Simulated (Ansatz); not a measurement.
Density of states of NiAsRh (P4/nmm, a = 3.585 Å, b = 3.585 Å, c = 6.106 Å, α = 90.00°, β = 90.00°, γ = 90.00°), in states per eV and primitive cell, averaged over bins of 0.3 eV. Method: DFT r2SCAN, scalar-relativistic, plane waves, PAW in Ansatz 0.2.0.

Plane waves to 500 eV, a k mesh through Γ of 10×10×6 on the computed 6-atom cell and Gaussian smearing (0.10 eV); no spin polarisation.

The cell is relaxed at this level. The states (both spins) are summed by tetrahedra on a 15×15×9 mesh at the self-consistent density. Energies are bin centres; the table starts no lower than −8 eV and ends at 6 eV, or lower where the solved bands end.

It is a metal at this level.

```tsv
E − E_F (eV)	total	Ni 3d	Rh 4d	As 4p	Rh 5s	Ni 4s
-7.90	0.33	0.01	0.04	0.19	0.05	0.04
-7.60	2.36	0.13	0.41	1.23	0.21	0.28
-7.30	4.11	0.28	0.74	2.13	0.30	0.49
-7.00	3.19	0.32	0.48	1.71	0.19	0.38
-6.70	1.47	0.18	0.24	0.77	0.09	0.12
-6.40	1.04	0.20	0.17	0.51	0.06	0.05
-6.10	2.88	0.42	0.63	1.46	0.12	0.17
-5.80	4.17	0.56	1.16	2.10	0.13	0.13
-5.50	5.91	0.90	1.87	2.87	0.10	0.07
-5.20	10.37	2.17	3.11	4.81	0.06	0.06
-4.90	2.45	0.60	0.88	0.90	0.01	0.03
-4.60	0.87	0.14	0.39	0.31	0.01	0.01
-4.30	0.48	0.08	0.19	0.18	0.02	0.00
-4.00	2.91	0.56	1.97	0.21	0.07	0.03
-3.70	11.28	4.14	6.05	0.36	0.15	0.19
-3.40	8.01	4.05	2.76	0.54	0.19	0.12
-3.10	6.93	4.27	2.10	0.27	0.04	0.04
-2.80	8.77	5.10	3.00	0.35	0.03	0.04
-2.50	6.77	3.21	3.05	0.29	0.02	0.03
-2.20	9.43	4.64	4.26	0.24	0.05	0.04
-1.90	11.99	7.11	4.38	0.18	0.08	0.02
-1.60	11.65	6.65	4.28	0.27	0.08	0.04
-1.30	9.24	4.73	4.14	0.20	0.02	0.01
-1.00	10.25	4.26	5.60	0.22	0.02	0.03
-0.70	6.28	2.92	2.74	0.37	0.02	0.03
-0.40	2.78	1.53	0.73	0.39	0.01	0.01
-0.10	0.83	0.33	0.25	0.19	0.01	0.00
0.20	0.93	0.32	0.31	0.21	0.01	0.00
0.50	2.48	0.82	0.81	0.59	0.04	0.03
0.80	3.32	0.89	1.18	0.74	0.08	0.06
1.10	3.64	0.88	1.19	0.98	0.12	0.12
1.40	3.20	0.53	1.18	1.07	0.09	0.09
1.70	3.40	0.44	1.23	1.25	0.10	0.13
2.00	2.88	0.37	0.93	1.21	0.05	0.11
2.30	2.14	0.30	0.58	1.01	0.02	0.07
2.60	1.74	0.24	0.42	0.87	0.02	0.05
2.90	1.86	0.25	0.43	0.89	0.11	0.04
3.20	1.07	0.14	0.20	0.47	0.14	0.03
3.50	0.59	0.07	0.07	0.17	0.19	0.02
3.80	0.51	0.05	0.03	0.07	0.23	0.03
4.10	0.80	0.06	0.04	0.11	0.30	0.07
4.40	1.38	0.07	0.07	0.17	0.41	0.23
4.70	2.02	0.09	0.10	0.26	0.58	0.34
5.00	2.08	0.07	0.10	0.26	0.55	0.41
5.30	1.97	0.07	0.09	0.25	0.47	0.45
5.60	2.08	0.07	0.08	0.28	0.44	0.53
```

The columns after the total are the main Löwdin projections on the occupied valence shells of the potentials; 3 others are left out. The rest of the total lies in those, in shells that are empty in the free atom, which aren't projected, and between the atoms.

A ferromagnetic start lost its moments in a first run, so spin was left out; other magnetic orders weren't tried.

Cost: 1 run of about 3.3 core-minutes, on Arm Neoverse V2 (shared hosts).